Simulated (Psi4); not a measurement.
**SiN2H5 (SMILES N[SiH]N): UM06-L/def2-SVPD**

Aim: the vertical electron affinity of SiN2H5 at UM06-L/def2-SVPD, from 2 runs. 

The calculation is run with Psi4 1.11.

3 further runs of the same task are left out: 3 set aside as unsound or not needed.

### Step 1. Starting point

SiN2H5 has 8 atoms, charge 0, and is taken as a doublet. SMILES: `N[SiH]N`. The shape is that of a PBE0-D4/def2-TZVP optimisation. This is one conformer, not always the lowest.

Bond lengths: N1–Si2 1.713 Å, Si2–N3 1.720 Å, N1–H4 1.008 Å, N1–H5 1.005 Å, Si2–H6 1.504 Å, N3–H7 1.008 Å, N3–H8 1.008 Å. Angles: N1–Si2–N3 106.1°, N1–Si2–H6 117.2°, N3–Si2–H6 103.6°, Si2–N1–H4 122.2°, Si2–N1–H5 121.8°, Si2–N3–H7 120.2°, Si2–N3–H8 119.6°, H4–N1–H5 112.8°, H7–N3–H8 111.5°.

### Step 2. Energy and gradient at UM06-L/def2-SVPD

Input file calc.inp:

```
memory 2200 mb

molecule geom {
  0 2
  N     -1.027000     0.622100    -0.768300
  Si     0.527700     0.579900    -0.050700
  N      0.789500    -1.052600     0.425100
  H     -1.817900     0.144500    -0.364600
  H     -1.296600     1.349400    -1.406800
  H      0.716400     1.354100     1.225100
  H      0.730800    -1.794000    -0.255200
  H      1.468900    -1.260500     1.139500
  symmetry c1
  no_reorient
  no_com
}

set globals {
  basis def2-SVPD
  reference uks
  puream true
  e_convergence 1e-09
  d_convergence 1e-08
  scf_type pk
  dft_radial_points 99
  dft_spherical_points 590
  maxiter 100
}

E, wfn = gradient('m06-l', return_wfn=True)
oeprop(wfn, 'DIPOLE', 'WIBERG_LOWDIN_INDICES', 'QUADRUPOLE')
print_variables()
```

Launch:

```console
$ psi4 calc.inp calc.out -n 1
```

calc.out:

```text
[...]
  Running in c1 symmetry.
[...]
  Nuclear repulsion =  111.028710907775093
[...]
  Multiplicity = 2
[...]
  Nalpha       = 17
  Nbeta        = 16
[...]
    Number of basis functions: 104
[...]
   @UKS iter   1:  -401.35246144458830   -3.65684e-02   9.91539e-03 DIIS/ADIIS
[...]
   @UKS iter  14:  -401.82351970498570   -3.41061e-13   5.32676e-09 DIIS
[...]
   @S^2 Observed:                7.527371901E-01
[...]
  @UKS Final Energy:  -401.82351970498570
   => Energetics <=
    Nuclear Repulsion Energy =            111.0287109077750927
    One-Electron Energy =                -773.5717947718501364
    Two-Electron Energy =                 297.3561399657385209
    DFT Exchange-Correlation Energy =     -36.6365758066492191
    Empirical Dispersion Energy =           0.0000000000000000
    VV10 Nonlocal Energy =                  0.0000000000000000
    Total Energy =                       -401.8235197049856993
[...]
  -Total Gradient:
     Atom            X                  Y                   Z
    ------   -----------------  -----------------  -----------------
       1        0.003557041546     0.000807855871     0.002500021621
       2       -0.009282824903    -0.010323126576     0.000102348969
       3        0.001589025740     0.004720925282    -0.003233414580
       4        0.004175081445     0.001392036523    -0.000430950903
       5        0.002710471901    -0.002312937855     0.002164241023
       6        0.000574754814     0.000166409914    -0.000644947546
       7       -0.000322138860     0.003633273366     0.001420376720
       8       -0.002639137052     0.002278555999    -0.001756370390
[...]
 Multipole Moments:
 ------------------------------------------------------------------------------------
     Multipole            Electronic (a.u.)      Nuclear  (a.u.)        Total (a.u.)
 ------------------------------------------------------------------------------------
 L = 1.  Multiply by 2.5417464519 to convert [e a0] to [Debye]
 Dipole X            :        -10.6546817           10.4443273           -0.2103544
 Dipole Y            :         -9.6125469            9.2570124           -0.3555345
 Dipole Z            :          5.2046952           -5.2424782           -0.0377830
 Magnitude           :                                                    0.4148268
 L = 2.  Multiply by 1.3450342976 to convert [e a0^2] to [Debye ang]
 Quadrupole XX       :       -103.1839341           85.1188785          -18.0650556
 Quadrupole XY       :         34.0390192          -36.4610382           -2.4220191
[...]
```

Wall time 83 s (1 thread of Intel Xeon Platinum 8488C (Sapphire Rapids), shared host); peak memory 1 GiB.

### Step 3. The singlet anion: the energy at M06-L/def2-SVPD

Input file h5n2si.xyz:

```xyz
8
H5N2Si
N     -1.027000     0.622100    -0.768300
Si     0.527700     0.579900    -0.050700
N      0.789500    -1.052600     0.425100
H     -1.817900     0.144500    -0.364600
H     -1.296600     1.349400    -1.406800
H      0.716400     1.354100     1.225100
H      0.730800    -1.794000    -0.255200
H      1.468900    -1.260500     1.139500
```

Input file h5n2si.py:

```python
import psi4

psi4.set_memory('2200 MB')
psi4.set_num_threads(1)
psi4.core.set_output_file('run.log', False)

with open('h5n2si.xyz') as f:
    atoms = ''.join(f.readlines()[2:])
geom = psi4.geometry('-1 1\n' + atoms + 'symmetry c1\nno_reorient\nno_com')

psi4.set_options({
    'basis': 'def2-SVPD',
    'puream': True,
    'e_convergence': 1e-09,
    'd_convergence': 1e-08,
    'scf_type': 'pk',
    'dft_radial_points': 99,
    'dft_spherical_points': 590,
})

e, wfn = psi4.energy("M06-L", return_wfn=True)
psi4.oeprop(wfn, "WIBERG_LOWDIN_INDICES", "MULLIKEN_CHARGES", "QUADRUPOLE", title="M06-L")
print('E =', round(e, 9))
```

Launch:

```console
$ python h5n2si.py
```

run.log, shortened:

```text
[...]
  Running in c1 symmetry.
[...]
  Nuclear repulsion =  111.028710907775093
[...]
  Multiplicity = 1
[...]
  Nalpha       = 17
  Nbeta        = 17
[...]
    Number of basis functions: 104
[...]
   @RKS iter   1:  -401.19752422183666    1.18369e-01   1.07190e-02 ADIIS/DIIS
[...]
   @RKS iter  14:  -401.81009287697458   -1.30740e-12   3.67816e-09 DIIS
[...]
  @RKS Final Energy:  -401.81009287697458
   => Energetics <=
    Nuclear Repulsion Energy =            111.0287109077750927
    One-Electron Energy =                -780.6747277698199241
    Two-Electron Energy =                 304.6807146154807242
    DFT Exchange-Correlation Energy =     -36.8447906304105146
    Empirical Dispersion Energy =           0.0000000000000000
    VV10 Nonlocal Energy =                  0.0000000000000000
    Total Energy =                       -401.8100928769745792
[...]
 Multipole Moments:
 ------------------------------------------------------------------------------------
     Multipole            Electronic (a.u.)      Nuclear  (a.u.)        Total (a.u.)
 ------------------------------------------------------------------------------------
 L = 1.  Multiply by 2.5417464519 to convert [e a0] to [Debye]
 Dipole X            :        -11.9125239           10.4443273           -1.4681966
 Dipole Y            :        -10.9825297            9.2570124           -1.7255173
 Dipole Z            :          5.7864001           -5.2424782            0.5439218
 Magnitude           :                                                    2.3299919
 L = 2.  Multiply by 1.3450342976 to convert [e a0^2] to [Debye ang]
 Quadrupole XX       :       -113.1587779           85.1188785          -28.0398994
 Quadrupole XY       :         31.4299824          -36.4610382           -5.0310558
[...]
  Mulliken Charges: (a.u.)
   Center  Symbol    Alpha    Beta     Spin     Total
       1     N     3.32685  3.32685  0.00000  0.34631
       2    SI     7.27109  7.27109  0.00000 -0.54219
       3     N     3.41567  3.41567  0.00000  0.16866
       4     H     0.62056  0.62056  0.00000 -0.24111
       5     H     0.59346  0.59346  0.00000 -0.18692
       6     H     0.61245  0.61245  0.00000 -0.22489
       7     H     0.56267  0.56267  0.00000 -0.12535
       8     H     0.59726  0.59726  0.00000 -0.19451
   Total alpha = 17.00000, Total beta = 17.00000, Total charge = -1.00000
[...]
```

The script printed:

```text
E = -401.810092877
```

Wall time 50 s (1 thread of Intel Xeon Platinum 8488C (Sapphire Rapids), shared host); peak memory 1.1 GiB.

### Step 4. What came out

Level: UM06-L/def2-SVPD.

| quantity | value |
| --- | --- |
| doublet SiN2H5: total energy | -401.82352 Eh |
| doublet SiN2H5: dipole moment | 1.05 D |
| doublet SiN2H5: HOMO energy (highest over α and β) | -4.04 eV |
| doublet SiN2H5: LUMO energy (lowest over α and β) | -2.25 eV |
| doublet SiN2H5: ⟨S²⟩ | 0.753 |
| doublet SiN2H5: largest force on an atom | 0.714 eV/Å |
| singlet anion: total energy | -401.81009 Eh |
| singlet anion: HOMO energy | 2.91 eV |
| singlet anion: LUMO energy | 5.12 eV |
| singlet anion: HOMO–LUMO gap (to an unbound level, set by the basis) | 2.21 eV |
| vertical electron affinity (to the singlet anion) | -0.365 eV |

**Reading.** The anion lies 0.37 eV (35.3 kJ/mol) above the neutral: the electron isn't bound at this level, and such a value depends on the basis. The largest force (doublet SiN2H5) is 0.71 eV/Å: the shape isn't a stationary point for this species at this level. Mulliken charges (singlet anion) run from -0.54 on Si2 to +0.35 on N1; in a basis this large or diffuse they mean little. The HOMO (singlet anion) lies at positive energy, 2.91 eV, as semi-local functionals often give for anions; only total energies tell whether the electron is bound.
